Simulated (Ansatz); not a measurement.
**NaO+ (triplet): wave-function methods side by side, def2-QZVPP**

An exercise on one series of results from a longer session: the logs are not shown, and one member is left open.

Method: def2-QZVPP, core rule «outside noble gas», up to 6 orbitals frozen; program: Ansatz 0.2.0, Gaussian basis.

Plan: UHF; ROHF; CCSD(T) on UHF.

2 further runs of the same task are left out: 2 set aside as unsound or not needed.

## The geometry

The geometry is a PBE0/def2-TZVP stationary point (not a proven minimum).

2 atoms, charge 1, spin multiplicity 3.

Atoms are counted from 1 here; the program's logs count them from 0.

Bond lengths: O1–Na2 2.517 Å.

Set-up of the first run:

Input file in.yaml:

```yaml
crystal:
  periodic: [false, false, false]
  atoms:
    - {symbol: O, position_ang: [0.000000, 0.000000, 0.000000]}
    - {symbol: Na, position_ang: [0.000000, 0.000000, 2.517400]}
basis:
  gaussian: {orbitals: "def2-QZVPP.json"}
total_charge: 1
magnetization: {spin_polarized: true, initial_magnetization: 2}
hamiltonian: {xc: hf}
output: {orbitals: {seedname: orbitals}}
```

Started as:

```sh
ansatz run in.yaml --threads 1 --pin off --events-out ev --progress --plain --max-ram 2393MiB
```

Among the steps run: UHF; ROHF; CCSD(T) on UHF.

One table of the session follows, with a row left open; its other results are not shown here.

| method | from UCCSD(T) (meV) |
| --- | --- |
| ROHF | ? |
| UHF | +4775.0 |
| UMP2 | +512.9 |
| UCCSD | +101.7 |
| UCCSD(T) | 0 |

**Question.** Estimate the row for ROHF.

**Answer.** from UCCSD(T) (meV): +4959.3. In the column «from UCCSD(T) (meV)» it is the highest.
